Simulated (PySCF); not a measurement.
Molecule: SMILES C(C)(C)C(=O)Cl, C₄H₇ClO.

Geometry (Å), atoms numbered from 1 in this order:
```xyz
13

C     1.8466    0.0869    0.5406
C     0.9388    1.0719    1.2807
C    -0.5023    1.0141    0.7971
C     1.4723    2.4798    1.1515
O     0.9760    3.3864    0.5783
Cl    3.0452    2.6981    2.0008
H     1.4778   -0.9383    0.6897
H     2.8806    0.1403    0.9073
H     1.8479    0.2939   -0.5407
H     0.9892    0.8369    2.3578
H    -1.1399    1.7243    1.3421
H    -0.9077    0.0022    0.9414
H    -0.5652    1.2626   -0.2726
```

Geometry PBE0-D3(BJ)/def2-SVP throughout; GIAO in PySCF 2.14.0 with density-fitted response routines, gas phase, one conformer, non-relativistic; equivalent atoms averaged; basis pcSseg-1.

For orientation, B97-2 gives these absolute shieldings σ: C4 -0.4, C2 135.3, C1/C3 163.1, O5 -235.6, Cl6 499.6, H10 28.94, H7/H8/H9/H11/H12/H13 30.13 ppm.

A run gave: C4 -0.4, C2 142.3, C1/C3 169.4, O5 -256.3, Cl6 512.5, H10 29.08, H7/H8/H9/H11/H12/H13 30.13 ppm (absolute shieldings σ).

Q: Which functional was used in that run?
A. WP04
B. wB97X-D
C. CAM-B3LYP
D. LC-wPBE
E. BHandHLYP

A: D. C2 tells them apart best: LC-wPBE gives 142.3, wB97X-D gives 136.1, CAM-B3LYP gives 133.4, WP04 gives 120.4, BHandHLYP gives 136.4 ppm.
